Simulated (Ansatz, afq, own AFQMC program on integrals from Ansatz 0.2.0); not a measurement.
# Where AFQMC and coupled cluster stand for CHO, doublet

```yaml
atoms:
  - { symbol: C, position_ang: [0.6935, -0.4420, 0.3090] }
  - { symbol: O, position_ang: [1.1960, -1.3416, -0.2498] }
  - { symbol: H, position_ang: [1.0313, -0.0332, 1.3125] }
```

Connectivity, by distances: CH–O.

Basis def2-TZVP. Noble-gas cores (and the filled d shells of Ga–Kr and In–Xe) are frozen. AFQMC by an in-house program on the Cholesky factors that Ansatz 0.2.0 writes for its CCSD(T) run. ph-AFQMC/CISD is guided by a CISD state made of CCSD amplitudes; releasing the constraint for a short imaginary time cuts its bias at the price of noise, slowly where states lie close. Free AFQMC starts from the CCSD state and is never constrained. Its projection time is finite, and what remains of the start isn't in its error. ± is one standard error of the sampling.

Determinant: UHF, the one that the program's search chose, which needn't be the lowest solution. The geometry is a PBE0/def2-SVP stationary point of this or a neighbouring charge and spin state.

No full CI on the walks' own integrals is used here; CCSDT(Q) serves as the reference and is uncertain by about the last step of the cluster series.

Cautions: released walk and highest rung disagree (by 15 meV at 1.50 1/Eh).

```
T1 diagnostic                               : 0.0223
weight of the determinant in the CISD state : 0.888
⟨S²⟩ of the determinant                     : 0.765
size of the correlated space                : 11 electrons in 66 orbitals
```

```json
{"level": "MP2", "correlation energy (eV)": "-9.8830"}
{"level": "CCSD", "correlation energy (eV)": "-10.0934"}
{"level": "CCSD(T)", "correlation energy (eV)": "-10.5449"}
```

(1) Estimate where phaseless AFQMC with a CISD trial lies against CCSD(T) on the same integrals.

(1) 0.65 ± 0.20 mEh below CCSD(T).

Reference: CCSDT(Q), correlation energy -10.587 eV. The released energy is read at 1.50 1/Eh (meV from the phaseless value at times in 1/Eh: -2 ± 3 at 0.24, -11 ± 3 at 0.50, -10 ± 5 at 1.00, -9 ± 4 at 1.50).

```
         level  E − E(reference) (mEh)  share of correlation (%)
       CCSD(T)                    1.56                     99.60
         CCSDT                    1.12                     99.71
   ph-AFQMC/HF             0.72 ± 0.94                     99.81
 ph-AFQMC/CISD             0.91 ± 0.20                     99.77
released AFQMC             0.57 ± 0.14                     99.85
    free AFQMC             0.39 ± 0.32                     99.90
```

Free projections are given only where their last times agree within the noise and don't stop above the reference; a slow remainder of the start can still hide under it. A walk keeps the symmetry of its determinant, which the program's search chose and which needn't be the lowest solution, so a lower state of the same spin and another symmetry isn't excluded. Released energies are given only where the last usable release times agree within the noise; a slower fall can still hide under it.
